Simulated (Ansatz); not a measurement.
**bcc Ta**

Computed with PBE in Ansatz (plane waves, PAW).

Run with plane-wave cutoff 500 eV, 30×30×30 k mesh, Fermi–Dirac smearing 0.1 eV, scalar-relativistic PAW data made under PBE.

Cell: relaxed at this level.

- equilibrium volume per atom: 18.30 Å³/atom
- lattice parameter a: 3.320 Å

Measured, for comparison: equilibrium volume per atom 17.95 Å³/atom, lattice constant a 3.299 Å (static lattice: zero-point anharmonic expansion removed; as tabulated in Mejia-Rodriguez and Trickey (2018), arXiv:1807.09216). Computed (rounded) less measured: equilibrium volume per atom +1.9 %, lattice constant a +0.6 %.

Spin–orbit coupling is not included.

Static lattice: no zero-point or thermal effects.

Ansatz is a program for electronic structure.
